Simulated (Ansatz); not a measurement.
Consider the substitution at a C–C bond: `N/C=C/CS` + H–F → `N/C=C\F` + CH₃SH.

Gas-phase electronic energies from Ansatz, PBE0-D4/def2-TZVP geometries. CCSD(T)/CBS is the MP2 limit (def2-TZVPP, def2-QZVPP) plus CCSD(T) − MP2 in def2-TZVPP, frozen cores. This one scheme is used for every species. Double bonds are as drawn, so ΔE can hold a change between cis and trans. Functionals use def2-TZVPP. Each species was taken in one conformer, which may not be the lowest.

`N/C=C/CS`:

Cartesian coordinates in Å:
```
N -0.196 -0.514 -2.341
C 0.304 -0.257 -1.084
C -0.358 0.284 -0.059
C 0.232 0.418 1.295
S -0.562 -0.784 2.429
H -1.061 -0.055 -2.578
H 0.471 -0.508 -3.094
H 1.329 -0.592 -0.940
H -1.390 0.604 -0.185
H 0.065 1.416 1.705
H 1.307 0.228 1.268
H -0.140 -0.241 3.584
```

H–F:

Z-matrix (Å, degrees):
```
F
H 1 0.920
```

`N/C=C\F`:

```xyz
8

N     0.181   -0.372   -1.193
C    -0.219    0.431   -0.140
C     0.103    0.252    1.135
F     0.820   -0.830    1.514
H     0.530   -1.277   -0.916
H    -0.477   -0.436   -1.951
H    -0.791    1.315   -0.395
H    -0.146    0.918    1.946
```

CH₃SH:

```xyz
6

C    -0.309    0.077    0.374
S     0.981   -0.805   -0.531
H     0.007    1.085    0.640
H    -0.475   -0.487    1.292
H    -1.241    0.109   -0.188
H     1.036    0.020   -1.588
```

| level | ΔE (kJ/mol) | difference from CCSD(T)/CBS |
| --- | --- | --- |
| PBE-D4 | 42.3 | -11.9 |
| r2SCAN-D4 | 39.3 | -14.9 |
| ωB97X-V | 36.7 | -17.5 |
| ωB97M-V | 40.3 | -13.9 |
| r2SCAN | 37.3 | -16.9 |
| HF/def2-TZVPP | 28.3 | -25.9 |
| CCSD/def2-TZVPP | 47.8 | -6.4 |
| CCSD(T)/def2-TZVPP | 50.8 | -3.4 |
| MP2/def2-QZVPP | 66.3 | 12.1 |
| MP2/CBS(def2) | 67.9 | 13.7 |
| CCSD(T)/CBS | 54.2 | 0 |

Largest T1 diagnostic among the species: 0.012.

The D4 term adds +9.6 kJ/mol with B3LYP and +5.5 kJ/mol with PBE0; it sums over pairs of atoms, weighted by their polarisabilities, and B3LYP, whose exchange is more repulsive, gets the larger term. In def2-TZVPP, CCSD(T) changes the Hartree–Fock value by +22.5 kJ/mol (the triples alone add +3.0 kJ/mol) and MP2 by +36.2 kJ/mol. From PBE to PBE0 (25 % exact exchange), in def2-TZVPP and without D4, ΔE moves by +4.5 kJ/mol.

B3LYP here is the variant with VWN-RPA as its local correlation; programs differ in this.
